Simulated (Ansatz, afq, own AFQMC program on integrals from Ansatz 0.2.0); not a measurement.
**HfH, doublet: AFQMC among the cluster methods**

```yaml
atoms:
  - { symbol: Hf, position_ang: [0.0000, 0.0000, 0.0000] }
  - { symbol: H, position_ang: [0.0000, 0.0000, 1.4990] }
```

Basis def2-TZVP with its core potentials. Noble-gas cores (and the filled d shells of Ga–Kr and In–Xe) are frozen. Ansatz 0.2.0 and our own AFQMC program on the same integrals; the CISD trial comes from CCSD amplitudes, and released means the phaseless constraint is let go. Uncertainties: one standard error, sampling alone. No spin–orbit coupling. The metal's outer-core s and p shells are frozen, which shifts wave-function levels against functionals.

Determinant: UHF, the one that the program's search chose, which needn't be the lowest solution. The geometry is a point of a scan.

Full CI on the same integrals is exact in this basis and with this determinant's frozen core.

Cautions: no spin-orbit coupling; outer-core shells of the metal frozen; an unrestricted solution with more broken spin lies lower (60 meV, ⟨S²⟩ 1.20); strong correlation (T1 0.074, weight of the determinant 0.84, largest double 0.13); unrestricted determinant spin contaminated (⟨S²⟩ 0.97 against 0.75); the released energies are still falling, so no released level is given (meV from the phaseless value at times in 1/Eh: -8.8 ± 1.8 at 0.60, -12.1 ± 1.3 at 1.20, -14.2 ± 1.7 at 2.00, -17.3 ± 2.1 at 3.00, -21 ± 3 at 4.20); CCSDTQ on the ROHF determinant differs (29 meV higher), by its state or its frozen core.

* T1 diagnostic: 0.0742
* weight of the determinant in the CISD state: 0.840
* ⟨S²⟩ of the determinant: 0.968
* size of the correlated space: 5 electrons in 42 orbitals

Reference: full CI, correlation energy -2.422 eV. The cautions show a poor starting determinant, so the rows tell how each method copes with it here, and full CI is the sure value.

| level | E − E(reference) (kJ/mol) | share of correlation (%) |
| --- | --- | --- |
| HF | 233.7 | 0.00 |
| MP2 | 71.9 | 69.24 |
| CCSD | 10.9 | 95.35 |
| CCSD(T) | 3.3 | 98.59 |
| CCSDT | 0.4 | 99.83 |
| CCSDT(Q) | 0.1 | 99.98 |
| CCSDTQ | 0.0 | 100.00 |
| ph-AFQMC/CISD | 2.8 ± 0.2 | 98.81 |

CCSDT and higher add their correlation energy to the determinant of the CCSD(T) run, since their own runs factorise the integrals more tightly (a shift of under 2 meV).
